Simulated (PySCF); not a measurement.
# Reproducing measurements on acetyl fluoride

**Experimental background.**

NIST CCCBDB Release 22 (SRD 101), experimental dipoles lists, for the gas: dipole moment (microwave Stark effect) 2.96 D.

How close the calculation comes is told at the end.

Acetyl fluoride, C2H3FO.
Atom-mapped SMILES: `[CH3:1][C:2](=[O:3])[F:4]` (hydrogens: H5, H6, H7 on C1)

Cartesian coordinates in Å at the GFN2-xTB level; atoms count from 1:
```
atom  x, y, z in Å
C1    -0.654   -0.091   -0.015
C2     0.829   -0.025   -0.011
O3     1.637   -0.872   -0.139
F4     1.243    1.266    0.179
H5    -1.030    0.294    0.932
H6    -0.983   -1.115   -0.163
H7    -1.039    0.547   -0.809
```

Runs made with PySCF (gas phase, on this GFN2-xTB geometry; no spin–orbit coupling):

```tsv
level	job	basis functions	wall time
PBE0/pcSseg-1	shieldings, charges and field gradients, density and orbital grids written	83	4.4 s
B3LYP/pcJ-1	spin–spin couplings from 7 perturbed nuclei	138	7.7 s
```

Hardware: Arm Neoverse V2, one thread, on a shared host.

Results beside the measurements:

**Dipole moment.** Measured: 2.96 D (NIST CCCBDB Release 22 (SRD 101), experimental dipoles).

```
        level  computed (D)  computed − measured (D)  % (from the printed values)
PBE0/pcSseg-1          3.04                    +0.08                           +3
  B3LYP/pcJ-1          3.03                    +0.07                           +2
```

Closest is B3LYP/pcJ-1 (+0.07 D), furthest PBE0/pcSseg-1 (+0.08 D); one molecule doesn't rank methods. The computed dipoles belong to one fixed geometry; measured ones are averaged over vibrations unless marked μe. Magnitudes are compared, not signs.

No measured geometry was used, and the causes of the misses weren't examined.
